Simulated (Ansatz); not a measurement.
Process, species as SMILES: Cl[C]Cl (closed-shell singlet) + 3 [H][H] (H2) → C (CH4) + 2 Cl (HCl)
B3LYP-D3(BJ)/def2-TZVP geometries, fixed; electronic energies without zero-point terms.
Largest species:
```xyz
5

C      0.0000     0.0000     0.0000
H      0.6205     0.6269     0.6390
H     -0.6429    -0.6249     0.6185
H      0.6369    -0.6328    -0.6166
H     -0.6146     0.6308    -0.6409
```

Basis-set convergence of the energy of full hydrogenation at B2PLYP with Ansatz (a program for electronic structure). Cartesian d functions, on some or all atoms, in 6-31G*, 6-31+G*; all else is spherical. Cores are frozen. A restricted B2PLYP determinant is unstable towards unrestricted orbitals. No added dispersion term, no relativity. Functions are those of the species that has most. Reference: the value in pcseg-4, -130.26 kcal/mol, itself unsure by roughly 0.13 kcal/mol (its mean distance from aug-pcseg-3, aug-cc-pV(Q+d)Z, cc-pV(5+d)Z). Deviations are taken from unrounded values. Cost is core time over that of cc-pV(Q+d)Z, rough, on shared machines of one kind; a dash marks a row that isn't timed (too short, read off another run, short of memory, by another algorithm or on other hardware).

```json
[
 {"basis": "3-21G", "functions": "35", "energy of full hydrogenation (kcal/mol)": "-144.31", "minus reference (kcal/mol)": "-14.05", "cost": "-"},
 {"basis": "def2-SV(P)", "functions": "50", "energy of full hydrogenation (kcal/mol)": "-120.60", "minus reference (kcal/mol)": "9.66", "cost": "-"},
 {"basis": "6-31G*", "functions": "53", "energy of full hydrogenation (kcal/mol)": "-125.80", "minus reference (kcal/mol)": "4.46", "cost": "-"},
 {"basis": "6-31+G*", "functions": "65", "energy of full hydrogenation (kcal/mol)": "-125.39", "minus reference (kcal/mol)": "4.87", "cost": "-"},
 {"basis": "def2-SVPD", "functions": "74", "energy of full hydrogenation (kcal/mol)": "-141.72", "minus reference (kcal/mol)": "-11.46", "cost": "-"},
 {"basis": "aug-pcseg-1", "functions": "77", "energy of full hydrogenation (kcal/mol)": "-134.15", "minus reference (kcal/mol)": "-3.89", "cost": "0.4×"},
 {"basis": "pcseg-2", "functions": "98", "energy of full hydrogenation (kcal/mol)": "-131.46", "minus reference (kcal/mol)": "-1.20", "cost": "0.4×"},
 {"basis": "def2-TZVPP", "functions": "115", "energy of full hydrogenation (kcal/mol)": "-130.22", "minus reference (kcal/mol)": "0.04", "cost": "0.4×"},
 {"basis": "def2-TZVPD", "functions": "129", "energy of full hydrogenation (kcal/mol)": "-128.63", "minus reference (kcal/mol)": "1.63", "cost": "0.5×"},
 {"basis": "cc-pV(Q+d)Z", "functions": "183", "energy of full hydrogenation (kcal/mol)": "-130.41", "minus reference (kcal/mol)": "-0.15", "cost": "1×"},
 {"basis": "pcseg-3", "functions": "192", "energy of full hydrogenation (kcal/mol)": "-130.69", "minus reference (kcal/mol)": "-0.43", "cost": "1×"},
 {"basis": "cc-pV(5+d)Z", "functions": "311", "energy of full hydrogenation (kcal/mol)": "-130.16", "minus reference (kcal/mol)": "0.10", "cost": "6×"},
 {"basis": "pcseg-4", "functions": "345", "energy of full hydrogenation (kcal/mol)": "-130.26", "minus reference (kcal/mol)": "0.00", "cost": "7×"}
]
```
